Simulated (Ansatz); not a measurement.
Ansatz (a quantum-chemistry and plane-wave program) input (RPA@PBE/cc-pVTZ):

Ansatz 0.2 input:
```yaml
crystal:
  periodic: [false, false, false]
  atoms:
    - {symbol: C, position_ang: [0.00294306, 1.39046446, 0.00403829]}
    - {symbol: C, position_ang: [1.20564233, 0.69266801, 0.00734657]}
    - {symbol: C, position_ang: [1.20269927, -0.69779645, 0.00330827]}
    - {symbol: C, position_ang: [-0.00294306, -1.39046446, -0.00403829]}
    - {symbol: C, position_ang: [-1.20564233, -0.69266801, -0.00734657]}
    - {symbol: C, position_ang: [-1.20269927, 0.69779645, -0.00330827]}
    - {symbol: H, position_ang: [0.00523441, 2.47302785, 0.00718236]}
    - {symbol: H, position_ang: [2.14431017, 1.23195330, 0.01306633]}
    - {symbol: H, position_ang: [2.13907575, -1.24107455, 0.00588397]}
    - {symbol: H, position_ang: [-0.00523441, -2.47302785, -0.00718236]}
    - {symbol: H, position_ang: [-2.14431017, -1.23195330, -0.01306633]}
    - {symbol: H, position_ang: [-2.13907575, 1.24107455, -0.00588397]}
basis:
  gaussian:
    orbitals: cc-pVTZ
hamiltonian:
  xc: pbe
magnetization: {spin_polarized: false}
correlation: {method: rpa, electrons: outside_noble_gas}
```

Output:

```
Functional definition: PBE
integrals: 0.73 GiB planned
1524 factors; integrals over basis functions are off by at most 1.0e-3 eV
mean field: 1.82 GiB planned
mean field evaluation 1: about -6300.0754 eV, gradient 7.3e1 eV
mean field evaluation 2: about -6300.0519 eV, gradient 7.3e1 eV
mean field evaluation 4: about -6313.1828 eV, gradient 1.1e1 eV
mean field evaluation 8: about -6313.4286 eV, gradient 2.7e-1 eV
mean field evaluation 16: about -6313.4287 eV, gradient 4.0e-6 eV
mean field -6313.42874431 eV, -232.0142269575 hartree, gradient 6.9e-6 eV, S^2 0.000000; 0 other end points of the search recorded, 0 dependent functions left out
6 core orbitals not correlated
reference -6278.51617488 eV, -230.7312136957 hartree; 15, 15 occupied and 243, 243 virtual orbitals, 1524 factors
Total energy: -6319.79065704 eV, -232.2480229383 hartree
```
